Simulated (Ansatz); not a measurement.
What does this script print? It uses Ansatz's Python interface.

The script, `fhssi_cas.py`:
```python
# -*- coding: utf-8 -*-
"""Static correlation in FHSSi: natural occupations of an active space."""

import ansatz as az


def main():
    geometry_ang = [
        ("F", (-1.1807, 0.0366, 1.1493)),
        ("Si", (0.0627, 0.9442, 0.7554)),
        ("S", (0.9758, -0.0237, -0.9199)),
        ("H", (0.1977, -1.0174, -1.0051)),
    ]
    mol = az.Crystal.molecule()
    for symbol, xyz in geometry_ang:
        mol = mol.atom(symbol, xyz)

    calc = (
        mol.calculation()
        .basis(gaussian="cc-pVDZ")  # atom-centred Gaussian functions
        .correlation(active_electrons=2, active_orbitals=2)  # correlation on top of the mean field
    )
    for method in [None, "sc_nevpt2"]:
        report = (calc if method is None else calc.correlation(method)).run().report
        space = report["configurations"]
        state = space["states"][0]
        print(method or "casscf", f"total {report['free_energy_ev'] / 27.211386246:.6f} Ha, active-space state {state['energy']['hartree']:.6f} Ha, mean field {report['reference_energy_ev'] / 27.211386246:.6f} Ha")
        print("  determinants", state["n_determinants"], " natural occupations", [round(n, 3) for n in space["natural_occupations"]])
    print("effectively unpaired electrons, sum of min(n, 2 - n):", round(sum(min(n, 2 - n) for n in space["natural_occupations"]), 3))


if __name__ == "__main__":
    main()
```

```console
$ python fhssi_cas.py
casscf total -786.552820 Ha, active-space state -786.552820 Ha, mean field -786.533532 Ha
  determinants 4  natural occupations [1.928, 0.072]
sc_nevpt2 total -786.930057 Ha, active-space state -786.552803 Ha, mean field -786.533532 Ha
  determinants 4  natural occupations [1.928, 0.072]
effectively unpaired electrons, sum of min(n, 2 - n): 0.145
```

The settings weren't tested for convergence. The geometry is a force-field or estimated start, not a minimum of this method, and the basis set is short of its limit. The active space starts as a window about the frontier orbitals and is then optimised, not chosen by chemistry. Run time: 2.5 s on 1 thread of Intel(R) Xeon(R) Platinum 8488C (Sapphire Rapids), with other jobs on the host, peak memory 0.18 GiB.

(A comment or docstring line of the script was reworded after the run, the code is as it ran; lines on the test bed's own set-up are left out of the output.)
